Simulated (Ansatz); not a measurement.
The cluster Al₂Si, 3 atoms. Hardware: 4 threads of Arm Neoverse V2 on a shared host.

Correlated methods freeze 15 core orbitals.

Q: How many basis functions does each of these Ansatz runs have, and roughly what does it cost? CCSD(T)/def2-TZVPP, charge 0 quintet, energy, from earlier orbitals; LC-ωPBE/def2-TZVP, charge 0 triplet, energy, from earlier orbitals; PBE0-D4/def2-TZVP, charge 1 doublet, energy, from earlier orbitals; r2SCANh-D4/def2-TZVP, charge 0 quintet, energy, from earlier orbitals; LC-ωPBE (ω = 0.10 bohr⁻¹)/def2-TZVP, charge -1 doublet at the geometry of the charge 0 singlet, energy, from earlier orbitals; LC-ωPBE (ω = 0.30 bohr⁻¹)/def2-TZVP, charge 0 singlet, energy, from earlier orbitals; B3LYP-D4/def2-TZVP, charge 0 quintet, relaxation, 4 steps; PBE-D4/def2-TZVPD, charge 0 singlet, energy, from earlier orbitals; PBE0-D4/def2-TZVP, charge 0 unrestricted singlet, energy, from earlier orbitals; RPA@PBE/def2-TZVP, charge 0 triplet, energy, from earlier orbitals; LC-ωPBE (ω = 0.10 bohr⁻¹)/def2-TZVP, charge 0 singlet, energy, from earlier orbitals; PBE-D4/def2-TZVP, charge 1 doublet at the geometry of the charge 0 singlet, energy, from earlier orbitals.

A: Other jobs shared the machine, so times can vary by a factor of up to 3. A dash marks memory too small to be measured apart from the calling script's.

| run | functions | fitting or Cholesky vectors | wall time | peak host memory (GiB) |
| --- | --- | --- | --- | --- |
| PBE-D4/def2-TZVPD, charge 0 singlet, energy, from earlier orbitals | 129 | 803 | 0.7 s | – |
| LC-ωPBE (ω = 0.10 bohr⁻¹)/def2-TZVP, charge 0 singlet, energy, from earlier orbitals | 111 | 770 | 0.8 s | – |
| LC-ωPBE (ω = 0.30 bohr⁻¹)/def2-TZVP, charge 0 singlet, energy, from earlier orbitals | 111 | 770 | 0.95 s | – |
| RPA@PBE/def2-TZVP, charge 0 triplet, energy, from earlier orbitals | 111 | 686 | 1.2 s | – |
| PBE-D4/def2-TZVP, charge 1 doublet at the geometry of the charge 0 singlet, energy, from earlier orbitals | 111 | 770 | 1.9 s | – |
| r2SCANh-D4/def2-TZVP, charge 0 quintet, energy, from earlier orbitals | 111 | 770 | 2.5 s | – |
| LC-ωPBE/def2-TZVP, charge 0 triplet, energy, from earlier orbitals | 111 | 770 | 2.5 s | – |
| B3LYP-D4/def2-TZVP, charge 0 quintet, relaxation, 4 steps | 111 | 779 | 3.2 s | – |
| LC-ωPBE (ω = 0.10 bohr⁻¹)/def2-TZVP, charge -1 doublet at the geometry of the charge 0 singlet, energy, from earlier orbitals | 111 | 770 | 3.4 s | – |
| PBE0-D4/def2-TZVP, charge 1 doublet, energy, from earlier orbitals | 111 | 826 | 3.7 s | – |
| PBE0-D4/def2-TZVP, charge 0 unrestricted singlet, energy, from earlier orbitals | 111 | 826 | 8.5 s | – |
| CCSD(T)/def2-TZVPP, charge 0 quintet, energy, from earlier orbitals | 126 | 777 | 8.5 s | 0.69 |
